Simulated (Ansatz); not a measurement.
# Reading a saddle point

A first-order saddle point of AlSiH4Cl, singlet, PBE0-D4/def2-TZVP, with one imaginary mode of 391i cm⁻¹:

| atom | x (Å) | y (Å) | z (Å) |
| --- | --- | --- | --- |
| Al1 | -1.3676 | 0.6133 | 0.4105 |
| Si2 | 0.9194 | 0.1369 | -0.1838 |
| H3 | -0.5101 | -0.9267 | -0.0450 |
| Cl4 | -3.2973 | -0.1564 | 0.7147 |
| H5 | 1.5327 | -0.7379 | 0.8509 |
| H6 | 1.7315 | 1.4025 | -0.1536 |
| H7 | 0.9915 | -0.3317 | -1.5937 |

Computed with Ansatz 0.2.0 (basis: def2-TZVPP and def2-QZVPP); correlated methods freeze the cores. Extrapolation: Hartree–Fock as exp(−7.88 √X), correlation as X^−2.97.

(1) Which contacts change along the imaginary mode, and what lies on either side? (A judgement: the text doesn't fix the answer.)

(2) Which side is lower, and how far does the saddle lie above each? (To be estimated.)

The T1 diagnostic stays at or below 0.014. The restricted Hartree–Fock reference is unstable towards an unrestricted one at one or more of these structures.

Results:

(1) By the calculation: The step is AlSiH₄Cl ([SiH3][AlH][Cl]) → AlCl + SiH₄, with the molecules in contact on both sides. Shortening one way: Si2–H3; lengthening the same way: Al1–Si2, Al1–H3.
| pair | one side (Å) | saddle (Å) | other side (Å) |
| --- | --- | --- | --- |
| Si2–H3 | 3.61 | 1.79 | 1.49 |
| Al1–Si2 | 2.45 | 2.41 | 3.65 |
| Al1–H3 | 1.58 | 1.82 | 2.98 |

(2) Computed: The side with Al1–Si2, Al1–H3 short is lower by 13.47 kcal/mol; the saddle lies 49.83 kcal/mol above it and 36.36 kcal/mol above the other (CCSD(T) at an estimated basis limit (MP2 extrapolated from triple and quadruple zeta, plus CCSD(T) − MP2 in triple zeta); electronic energies).

Losses and insertions of silylenes and their heavier kin drive the gas-phase chemistry of silicon and germanium vapour deposition.

Labels in which every atom is bracketed show which atoms are joined, not bond orders.

For scale, one of the runs: CCSD(T)/def2-TZVPP, 182 basis functions, launched by `ansatz run in.yaml --threads 2 --pin off --events-out ev --progress --plain --max-ram 4352MiB`. Time: 29 s of wall clock on 2 CPU threads of an Arm Neoverse V1; the host was shared. Peak host memory: 1.5 GiB.
